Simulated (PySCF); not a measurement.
Simulated outer-valence photoelectron spectrum of `N(=C\C=C=C)/[H]`. Theory: EOM-IP-CCSD/aug-cc-pVDZ in PySCF, restricted Hartree–Fock reference, frozen core, non-relativistic, gas phase, PBE0-D3(BJ)/def2-SVP geometry.

Each root has a Gaussian of 0.6 eV full width with its one-hole share as area; cross sections and vibrations are left out, and the highest printed point is 100.

```csv
ionisation energy (eV),intensity
9.0,1
9.2,8
9.4,31
9.6,69
9.8,99
10.0,100
10.2,84
10.4,75
10.6,66
10.8,39
11.0,13
11.2,3
11.4,0
11.6,0
11.8,0
12.0,3
12.2,16
12.4,42
12.6,60
12.8,46
13.0,19
13.2,4
13.4,1
13.6,0
13.8,1
14.0,5
14.2,22
14.4,52
14.6,72
14.8,77
15.0,85
15.2,91
15.4,83
15.6,57
15.8,25
16.0,7
16.2,5
16.4,20
16.6,47
16.8,60
17.0,41
17.2,15
17.4,3
17.6,0
```

Question: Where are the maxima, and how many lines lie under the curve?

Answer: 4 maxima, at 9.9, 12.6, 15.2 and 16.8 eV, from 8 lines. At this width some lines have no maximum of their own.

Question: List the lines with their holes.

Answer: 
```
E (eV)  leading hole (HF orbital)  area  Koopmans (eV)
  9.72                       HOMO  0.96           9.89
 10.04                     HOMO-2  0.94          11.82
 10.56                     HOMO-1  0.95          10.75
 12.61                     HOMO-3  0.92          13.20
 14.56                     HOMO-4  0.93          16.23
 15.06                     HOMO-5  0.94          16.81
 15.45                     HOMO-6  0.92          16.87
 16.78                     HOMO-7  0.93          18.60
```

The widest gap, 2.05 eV, lies between 10.56 and 12.61 eV. Only orbitals with −ε under 21 eV, eight at most, were ionised, so the high end of the curve may lack lines.

Shape of the structure used: `[H]/[N:5]=[CH:4]/[CH:3]=[C:2]=[CH2:1]`: C2–C3–C4–N5 180°.

One conformer stands for the species.
